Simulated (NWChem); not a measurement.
System: phosphine (PH₃); SMILES P

The following NWChem deck was run.

```
start job
memory heap 200 mb stack 900 mb global 1100 mb
geometry units angstroms noautoz
  P      0.000000     0.000000     0.138041
  H      0.404904    -1.125274    -0.643619
  H     -1.176967     0.211980    -0.643619
  H      0.772064     0.913294    -0.643619
end
basis spherical
  * library def2-tzvpd
end
dft
  xc hfexch
  iterations 150
  mulliken
end
task dft energy
```

Output (shortened):

```
             Northwest Computational Chemistry Package (NWChem) 7.3.0
             --------------------------------------------------------

 C3V symmetry detected

                             Geometry "geometry" -> ""
                             -------------------------

 Output coordinates in angstroms (scale by  1.889725989 to convert to a.u.)

  No.       Tag          Charge          X              Y              Z
 ---- ---------------- ---------- -------------- -------------- --------------
    1 P                   15.0000    -0.00000000    -0.00000000     0.13027667
    2 H                    1.0000     0.84563235     0.84563235    -0.65138333
    3 H                    1.0000     0.30952292    -1.15515527    -0.65138333
    4 H                    1.0000    -1.15515527     0.30952292    -0.65138333

 Effective nuclear repulsion energy (a.u.)      17.4340134458

      Symmetry information
      --------------------

 Group name             C3v
 Group number             17
 Group order               6
 No. of unique centers     2

  xc_inp: hfexch multiplicative factor not found.

                                 NWChem DFT Module
                                 -----------------

 Summary of "ao basis" -> "ao basis" (spherical)
 ------------------------------------------------------------------------------
       Tag                 Description            Shells   Functions and Types
 ---------------- ------------------------------  ------  ---------------------
 P                         def2-tzvpd               15       43   6s5p3d1f
 H                         def2-tzvpd                5        9   3s2p

      Symmetry analysis of basis
      --------------------------

        a1         23
        a2          3
        e          44

  Rotation of axis

            General Information
            -------------------
          SCF calculation type: DFT
          Wavefunction type:  closed shell.
          No. of atoms     :     4
          No. of electrons :    18
           Alpha electrons :     9
            Beta electrons :     9
          Charge           :     0
          Spin multiplicity:     1
          Use of symmetry is: on ; symmetry adaption is: on
          Maximum number of iterations: 150
          AO basis - number of functions:    70
                     number of shells:    30
          Convergence on energy requested:  1.00D-06
          Convergence on density requested:  1.00D-05
          Convergence on gradient requested:  5.00D-04

              XC Information
              --------------
                     Hartree-Fock (Exact) Exchange  1.000

      Superposition of Atomic Density Guess
      -------------------------------------

 Sum of atomic energies:        -342.15056703

      Non-variational initial energy
      ------------------------------

 Total energy =    -342.343537
 1-e energy   =    -507.144208
 2-e energy   =     147.366658
 HOMO         =      -0.316824
 LUMO         =       0.052521

      Symmetry analysis of molecular orbitals - initial
      -------------------------------------------------

  Numbering of irreducible representations:

     1 a1          2 a2          3 e

  Orbital symmetries:

     1 a1          2 a1          3 e           4 e           5 a1
     6 a1          7 e           8 e           9 a1         10 a1
    11 e          12 e          13 a1         14 e          15 e
    16 e          17 e          18 a1         19 e

     ---------------------------------------------
      Total Density - Mulliken Population Analysis
     ---------------------------------------------

    Atom       Charge   Shell Charges
 -----------   ------   -------------------------------------------------------
    1 P   15    15.35   2.01  0.53  1.43  1.04  0.76  0.03  4.17  1.70  0.69  1.87  1.00  0.04  0.07  0.01  0.01
    2 H    1     0.88   0.21  0.48  0.16  0.01  0.02
    3 H    1     0.88   0.21  0.48  0.16  0.01  0.02
    4 H    1     0.88   0.21  0.48  0.16  0.01  0.02

   convergence    iter        energy       DeltaE   RMS-Dens  Diis-err
 ---------------- ----- ----------------- --------- --------- ---------
 d= 0,ls=0.0,diis     1   -342.4666559484 -3.60D+02  2.33D-03  4.85D-02
 d= 0,ls=0.0,diis     2   -342.4807022985 -1.40D-02  9.39D-04  5.27D-03
 d= 0,ls=0.0,diis     3   -342.4825838152 -1.88D-03  3.50D-04  4.67D-04
 d= 0,ls=0.0,diis     4   -342.4827815150 -1.98D-04  1.41D-04  2.24D-05
 d= 0,ls=0.0,diis     5   -342.4827923975 -1.09D-05  1.57D-05  7.63D-07
 d= 0,ls=0.0,diis     6   -342.4827926351 -2.38D-07  4.83D-06  6.34D-08

         Total DFT energy =     -342.482792635131
      One electron energy =     -508.118112815828
           Coulomb energy =      171.872215912185
    Exchange-Corr. energy =      -23.670909177276
 Nuclear repulsion energy =       17.434013445788

 Numeric. integr. density =        0.000000000000

                  Occupations of the irreducible representations
                  ----------------------------------------------

                     irrep           alpha         beta
                     --------     --------     --------
                     a1                5.0          5.0
                     a2                0.0          0.0
                     e                 4.0          4.0

                       DFT Final Molecular Orbital Analysis
                       ------------------------------------

 Vector    7  Occ=2.000000D+00  E=-5.179587D-01  Symmetry=e
              MO Center= -3.7D-01,  6.1D-02, -3.6D-01, r^2= 1.7D+00
   Bfn.  Coefficient  Atom+Function         Bfn.  Coefficient  Atom+Function
  ----- ------------  ---------------      ----- ------------  ---------------
    16      0.314498  1 P  px                63     -0.253577  4 H  s
    62     -0.154016  4 H  s                 13      0.139775  1 P  px
    19      0.138860  1 P  px                54      0.137336  3 H  s
    64     -0.128434  4 H  s                  7     -0.122152  1 P  px
    45      0.116242  2 H  s                 17     -0.100670  1 P  py

 Vector    8  Occ=2.000000D+00  E=-5.179587D-01  Symmetry=e
              MO Center=  3.7D-01, -6.1D-02, -3.6D-01, r^2= 1.7D+00
   Bfn.  Coefficient  Atom+Function         Bfn.  Coefficient  Atom+Function
  ----- ------------  ---------------      ----- ------------  ---------------
    17      0.314498  1 P  py                45      0.225694  2 H  s
    54     -0.213515  3 H  s                 14      0.139775  1 P  py
    20      0.138860  1 P  py                44      0.137080  2 H  s
    53     -0.129683  3 H  s                  8     -0.122152  1 P  py
    46      0.114311  2 H  s                 55     -0.108143  3 H  s

 Vector    9  Occ=2.000000D+00  E=-3.896665D-01  Symmetry=a1
              MO Center=  1.1D-15,  2.3D-15,  3.7D-01, r^2= 1.8D+00
   Bfn.  Coefficient  Atom+Function         Bfn.  Coefficient  Atom+Function
  ----- ------------  ---------------      ----- ------------  ---------------
    18      0.415197  1 P  pz                 4      0.306252  1 P  s
     5      0.304161  1 P  s                 21      0.269870  1 P  pz
     3     -0.186941  1 P  s                 15      0.177951  1 P  pz
     9     -0.150486  1 P  pz                45     -0.101348  2 H  s
    54     -0.101348  3 H  s                 63     -0.101348  4 H  s

 Vector   10  Occ=0.000000D+00  E= 7.335271D-02  Symmetry=a1
              MO Center=  8.3D-14,  7.8D-15, -7.9D-02, r^2= 1.0D+01
   Bfn.  Coefficient  Atom+Function         Bfn.  Coefficient  Atom+Function
  ----- ------------  ---------------      ----- ------------  ---------------
     6      3.404529  1 P  s                 21     -1.793894  1 P  pz
     5      1.742697  1 P  s                 46     -1.690731  2 H  s
    55     -1.690731  3 H  s                 64     -1.690731  4 H  s
    60     -0.513926  3 H  py                68     -0.513926  4 H  px
     4     -0.428393  1 P  s                 50      0.376220  2 H  px

 Vector   11  Occ=0.000000D+00  E= 1.272904D-01  Symmetry=e
              MO Center=  9.0D-02,  8.2D-02,  2.1D-01, r^2= 6.1D+00
   Bfn.  Coefficient  Atom+Function         Bfn.  Coefficient  Atom+Function
  ----- ------------  ---------------      ----- ------------  ---------------
    64     -2.314813  4 H  s                 55      2.252599  3 H  s
    19     -1.420841  1 P  px                20      1.355342  1 P  py
    35     -0.801718  1 P  d  1              33     -0.764760  1 P  d -1
    36      0.568574  1 P  d  2              68     -0.522950  4 H  px
    60      0.514455  3 H  py                70     -0.495052  4 H  pz

 Vector   12  Occ=0.000000D+00  E= 1.272904D-01  Symmetry=e
              MO Center= -9.0D-02, -8.2D-02,  2.1D-01, r^2= 6.1D+00
   Bfn.  Coefficient  Atom+Function         Bfn.  Coefficient  Atom+Function
  ----- ------------  ---------------      ----- ------------  ---------------
    46      2.636996  2 H  s                 20     -1.420841  1 P  py
    55     -1.372378  3 H  s                 19     -1.355342  1 P  px
    64     -1.264619  4 H  s                 33      0.801718  1 P  d -1
    35     -0.764760  1 P  d  1              32     -0.568574  1 P  d -2
    52      0.563955  2 H  pz                69      0.408161  4 H  py

     ---------------------------------------------
      Total Density - Mulliken Population Analysis
     ---------------------------------------------

    Atom       Charge   Shell Charges
 -----------   ------   -------------------------------------------------------
    1 P   15    15.32   2.01  0.53  1.44  0.98  0.81  0.04  4.17  1.70  0.68  1.82  0.91  0.07  0.13  0.02  0.01
    2 H    1     0.89   0.24  0.53  0.13  0.02 -0.01
    3 H    1     0.89   0.24  0.53  0.13  0.02 -0.01
    4 H    1     0.89   0.24  0.53  0.13  0.02 -0.01

     -------------------------------------------
      Total Density - Lowdin Population Analysis
     -------------------------------------------

    Atom       Charge   Shell Charges
 -----------   ------   -------------------------------------------------------
    1 P   15    14.43   1.99  0.85  1.11  0.62  0.38  0.14  3.90  1.88  0.82  1.53  0.89  0.06  0.17  0.07  0.03
    2 H    1     1.19   0.24  0.43  0.21  0.04  0.27
    3 H    1     1.19   0.24  0.43  0.21  0.04  0.27
    4 H    1     1.19   0.24  0.43  0.21  0.04  0.27

     Multipole analysis of the density
     ---------------------------------

     L   x y z        total         alpha         beta         nuclear
     -   - - -        -----         -----         ----         -------
     0   0 0 0     -0.000000     -9.000000     -9.000000     18.000000

     1   1 0 0      0.000000      0.000000      0.000000      0.000000
     1   0 1 0      0.000000      0.000000      0.000000      0.000000
     1   0 0 1     -0.249979     -0.124990     -0.124990     -0.000000

     2   2 0 0    -11.078602     -9.369771     -9.369771      7.660941
     2   1 1 0      0.000000      0.000000      0.000000      0.000000
     2   1 0 1     -0.000000     -0.000000     -0.000000     -0.000000
     2   0 2 0    -11.078602     -9.369771     -9.369771      7.660941
     2   0 1 1     -0.000000     -0.000000     -0.000000     -0.000000
     2   0 0 2    -12.839801     -9.147267     -9.147267      5.454732
```

Level: Hartree-Fock/def2-TZVPD. Structure relaxed at the PBE0/def2-SVP level.
